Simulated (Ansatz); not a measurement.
Geometry optimisation, RKS BHLYP-D4/cc-pVDZ in Ansatz 0.2.0.

input.yaml

```yaml
crystal:
  periodic: [false, false, false]
  atoms:
    - { symbol: H, position_ang: [0.107922, 0.989933, 1.727877] }
    - { symbol: C, position_ang: [0.850996, -0.741657, 0.294719] }
    - { symbol: C, position_ang: [-0.11706, -0.390177, -0.556408] }
    - { symbol: S, position_ang: [-1.251386, -1.581965, -1.207764] }
    - { symbol: O, position_ang: [-0.335014, 0.838371, -1.048535] }
    - { symbol: H, position_ang: [0.154204, 1.483431, -0.524784] }
    - { symbol: F, position_ang: [0.243224, 1.88052, 1.612002] }
    - { symbol: H, position_ang: [0.91951, -1.757851, 0.656816] }
    - { symbol: H, position_ang: [1.628738, -0.036887, 0.566675] }
    - { symbol: H, position_ang: [-2.201134, -0.683719, -1.520597] }
basis:
  gaussian: { orbitals: cc-pVDZ }
hamiltonian:
  xc: { name: BHLYP }
  dispersion: d4
relax:
  f_tol: 0.03
  max_steps: 50
```

Command:

```bash
$ ansatz run input.yaml --threads 2 --pin off --max-ram 3072MiB --backend cpu --events-out ev --progress --plain --runs-dir out
```

Task: Where does it end, and by what steps?

Result: It converged. After 6 steps the energy has fallen by 0.041 eV; H1 moved furthest, 0.20 Å.

```tsv
step	energy less start (eV)	largest force component (eV/Å)	accepted
0	0.0000	0.882	yes
1	-0.0295	0.365	yes
2	-0.0365	0.162	yes
3	-0.0382	0.386	yes
4	-0.0241	0.439	no
5	-0.0408	0.105	yes
6	-0.0411	0.025	yes
```

```xyz
10
Properties=species:S:1:pos:R:3
H 0.219 0.928 1.579
C 0.832 -0.730 0.340
C -0.121 -0.373 -0.531
S -1.227 -1.567 -1.220
O -0.334 0.861 -1.001
H 0.045 1.498 -0.384
F 0.244 1.849 1.470
H 0.893 -1.750 0.695
H 1.627 -0.040 0.599
H -2.178 -0.674 -1.548
```

The run took 12 s on 2 threads of Intel(R) Xeon(R) 6975P-C (Granite Rapids), on a shared host, peak memory 0.26 GiB.
